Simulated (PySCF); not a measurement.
**Spin-rotation constants: `InChI=1S/C4H7FO/c1-2-4(5)3-6/h2,6H,3H2,1H3/b4-2+`**

Molfile (atoms numbered from 1):
```
C4H7FO
     RDKit          3D

 13 12  0  0  0  0  0  0  0  0999 V2000
   -1.7303   -0.5947   -0.5177 C   0  0  0  0  0  0  0  0  0  0  0  0
   -1.0483    0.5560    0.1341 C   0  0  0  0  0  0  0  0  0  0  0  0
    0.2582    0.7093    0.2731 C   0  0  0  0  0  0  0  0  0  0  0  0
    0.7097    1.8207    0.9280 F   0  0  0  0  0  0  0  0  0  0  0  0
    1.3860   -0.1948   -0.1397 C   0  0  0  0  0  0  0  0  0  0  0  0
    1.7016   -1.1535    0.8477 O   0  0  0  0  0  0  0  0  0  0  0  0
   -2.3605   -0.2376   -1.3313 H   0  0  0  0  0  0  0  0  0  0  0  0
   -2.3769   -1.0902    0.2053 H   0  0  0  0  0  0  0  0  0  0  0  0
   -1.0232   -1.3212   -0.9038 H   0  0  0  0  0  0  0  0  0  0  0  0
   -1.6932    1.3289    0.5311 H   0  0  0  0  0  0  0  0  0  0  0  0
    1.1152   -0.7629   -1.0306 H   0  0  0  0  0  0  0  0  0  0  0  0
    2.2630    0.4282   -0.3684 H   0  0  0  0  0  0  0  0  0  0  0  0
    1.9307   -0.6924    1.6633 H   0  0  0  0  0  0  0  0  0  0  0  0
  1  2  1  0
  2  3  2  0
  3  4  1  0
  3  5  1  0
  5  6  1  0
  1  7  1  0
  1  8  1  0
  1  9  1  0
  2 10  1  0
  5 11  1  0
  5 12  1  0
  6 13  1  0
M  END
```

Method used: PySCF, GIAO KT3/pcSseg-1 magnetisability, rotational g tensor and spin-rotation constants, non-relativistic, gas phase. Geometry: GFN2-xTB, dihedral held. The dihedral F4–C3–C5–O6 is held at 90°.

Q: Give the nuclear spin-rotation constants along the inertial axes (H = +C I·J) beside the isotropic shieldings.

A: Rotational constants 4.2270, 2.9078, 1.9068 GHz. A star marks the isotopologue with that one atom substituted, in its own axes.
| atom | isotope | Caa (kHz) | Cbb (kHz) | Ccc (kHz) | mean (kHz) | σ (ppm) |
| --- | --- | --- | --- | --- | --- | --- |
| F4 | 19F | 6.391 | 3.294 | 1.996 | 3.894 | 258.3 |
| H7 | 1H | -0.083 | -0.308 | -0.115 | -0.169 | 29.9 |
| H8 | 1H | -0.360 | -0.282 | -0.002 | -0.215 | 29.8 |
| H9 | 1H | -0.286 | -0.055 | -0.187 | -0.176 | 29.9 |
| H10 | 1H | -0.238 | 0.056 | -0.168 | -0.117 | 26.5 |
| H11 | 1H | -0.284 | -0.050 | -0.100 | -0.145 | 27.1 |
| H12 | 1H | -0.036 | -0.206 | -0.107 | -0.116 | 27.2 |
| H13 | 1H | -0.384 | -0.252 | -0.130 | -0.255 | 31.2 |
| C1 | 13C* | 0.644 | 0.393 | 0.254 | 0.430 | 169.3 |
| C2 | 13C* | 1.164 | 1.105 | 0.325 | 0.865 | 81.6 |
| C3 | 13C* | 1.351 | 1.397 | 0.553 | 1.101 | 23.7 |
| C5 | 13C* | 0.942 | 0.652 | 0.369 | 0.654 | 121.1 |
| O6 | 17O* | -0.457 | -0.277 | -0.165 | -0.299 | 278.9 |

For the geometry as given, no vibrational averaging.
